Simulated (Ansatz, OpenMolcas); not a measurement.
# Heat of formation of C2N2 (bisisocyanide) from total energies

The species is C2N2 (4 atoms), meant as a singlet with charge 0. As SMILES, `[C-]#[N+][N+]#[C-]`. The shape is that of a PBE0-D4/def2-TZVP optimisation.

Total energies at SVWN5/cc-pVTZ (OpenMolcas 26.06); the atoms run unrestricted:

| species | state | energy (Eh) |
| --- | --- | --- |
| C2N2 | singlet | -184.043854 |
| C | triplet | -37.467058 |
| N | quartet | -54.131294 |

Harmonic wavenumbers at PBE0-D4/def2-TZVP, in cm⁻¹: 211, 211, 389, 389, 1002, 2103, 2329.

Measured heats of formation of the gaseous atoms at 298.15 K, in kJ/mol: C 716.9, N 472.4. Take 1 Eh = 2625.50 kJ/mol, 1 cm⁻¹ = 0.0119627 kJ/mol, RT = 2.479 kJ/mol.

Problem. What heat of formation follows?

Solution. 
1. Electronic atomisation energy: 2 × (-37.467058) + 2 × (-54.131294) − (-184.043854) = 0.847150 Eh = 2224.2 kJ/mol.
2. Zero-point energy: half the sum of the wavenumbers, 3317 cm⁻¹ = 39.7 kJ/mol.
3. Thermal vibrational enthalpy, Σ hcν̃/(exp(hcν̃/kT) − 1): 4.6 kJ/mol. Translation, rotation and pV of a linear molecule: 3.5 RT = 8.7 kJ/mol.
4. The 4 free atoms carry 5/2 RT each: 24.8 kJ/mol.
5. Atomisation enthalpy at 298 K: 2224.2 − 39.7 − 4.6 − 8.7 + 24.8 = 2196.0 kJ/mol.
6. Sum of the atoms' heats of formation: 2378.6 kJ/mol. Heat of formation: 2378.6 − 2196.0 = +182.6 kJ/mol.

The tabulated value is +613.0 kJ/mol (Active Thermochemical Tables), so this level is off by -430.4 kJ/mol, or 24.4 % of the atomisation enthalpy. The LDA overbinds, which puts heats of formation too low. Anharmonicity and any spin-orbit splitting of the molecule are left out.
